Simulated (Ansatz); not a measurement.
This script drives the Python package of Ansatz (0.2.0).

`conformers.py`:
```python
"""Conformer energies of C4H9ClO."""

import ansatz
from rdkit import Chem
from rdkit.Chem import AllChem


def main() -> None:
    rd = Chem.AddHs(Chem.MolFromSmiles("COCCCCl"))
    ids = list(AllChem.EmbedMultipleConfs(rd, numConfs=20, randomSeed=527, pruneRmsThresh=0.4))
    field = [energy for _, energy in AllChem.MMFFOptimizeMoleculeConfs(rd)]
    distinct = {round(e, 2): i for i, e in zip(ids, field)}
    chosen = sorted(distinct.items())[:5]
    found = []
    for force_field, index in chosen:
        c4h9clo = ansatz.Crystal.molecule()
        for atom, xyz in zip(rd.GetAtoms(), rd.GetConformer(index).GetPositions()):
            c4h9clo = c4h9clo.atom(atom.GetSymbol(), xyz.round(5).tolist())
        setup = (
            c4h9clo.calculation()
            .basis(gaussian="6-31G*")  # atom-centred Gaussian functions
            .correlation("mp2")  # correlation on top of the mean field
        )
        found.append(setup.run(threads=1).report["free_energy_ev"])
    print("conformer   MMFF (kcal/mol)   this level (kcal/mol)")
    for (force_field, index), e in zip(chosen, found):
        print(f"{index:9d} {force_field - chosen[0][0]:17.2f} {23.060548 * (e - min(found)):17.3f}")


if __name__ == "__main__":
    main()
```

It is started by `python conformers.py`. How long does it take on 1 thread of Arm Neoverse V1, on a shared host, and how much memory does it need?

It took about 18 s, with a peak of 0.34 GiB, for 5 runs of the engine.

Running `python conformers.py` prints:
```text
conformer   MMFF (kcal/mol)   this level (kcal/mol)
        5              0.00             0.000
       10              0.16             0.352
        6              0.41             1.699
        1              1.13             2.124
        2              1.86             3.042
```

The conformers keep their force-field geometries.
